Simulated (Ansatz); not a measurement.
```yaml
crystal:
  periodic: [false, false, false]
  atoms:
    - {symbol: P, position_ang: [-0.672211, 1.016476, -0.020495]}
    - {symbol: Mg, position_ang: [0.968076, -1.277844, 0.090388]}
    - {symbol: H, position_ang: [-1.910358, 1.269593, -0.588087]}
    - {symbol: H, position_ang: [-0.776472, -1.692306, -0.961686]}
basis:
  gaussian: {orbitals: def2-TZVP}
magnetization: {spin_polarized: true, initial_magnetization: 3}
hamiltonian: {xc: pbe0}
relax: {f_tol: 0.004, max_steps: 80}
```

```sh
$ ansatz run in.yaml --threads 1 --pin off --events-out ev --progress --plain --max-ram 2176MiB
```

Steps of the relaxation (energy above the last step; positions in Å, forces in eV/Å):

```
4
step 1, 324.2 meV
P    -0.672    1.016   -0.020    1.020   -0.025    0.527
Mg    0.968   -1.278    0.090   -1.087   -0.074   -0.595
H    -1.910    1.270   -0.588   -0.771   -0.141   -0.451
H    -0.776   -1.692   -0.962    0.838    0.241    0.519
```

```
4
step 2, 65.9 meV
P    -0.618    1.074    0.027    0.021    0.023    0.018
Mg    0.792   -1.270    0.000    0.175   -0.032    0.082
H    -1.886    1.159   -0.612   -0.017   -0.100   -0.042
H    -0.679   -1.647   -0.896   -0.179    0.109   -0.058
```

```
4
step 3, 29.0 meV
P    -0.601    1.032    0.022   -0.041    0.066    0.000
Mg    0.811   -1.280    0.007    0.016   -0.032   -0.002
H    -1.866    1.051   -0.636    0.080   -0.126    0.001
H    -0.735   -1.488   -0.873   -0.055    0.092    0.001
```

```
4
step 6, 0.2 meV
P    -0.582    1.023    0.029    0.020   -0.009    0.007
Mg    0.799   -1.289   -0.002   -0.016   -0.003   -0.010
H    -1.809    0.867   -0.666   -0.025    0.001   -0.013
H    -0.800   -1.286   -0.841    0.022    0.010    0.015
```

```
4
step 8, 0.0 meV
P    -0.581    1.018    0.028   -0.003    0.003   -0.001
Mg    0.799   -1.291   -0.003    0.003   -0.003    0.001
H    -1.811    0.867   -0.668    0.001    0.000    0.001
H    -0.798   -1.278   -0.837   -0.002    0.000   -0.001
```

Close pairs at the end: P1–H3 1.421 Å, Mg2–H4 1.802 Å, P1–Mg2 2.691 Å.

A stationary point of unrestricted PBE0 after 8 steps, with ⟨S²⟩ = 3.762 against 3.75 for a pure state; no frequencies were run, so it isn't proven a minimum. 26 s on 1 thread of Intel Xeon Platinum 8175M, shared host.
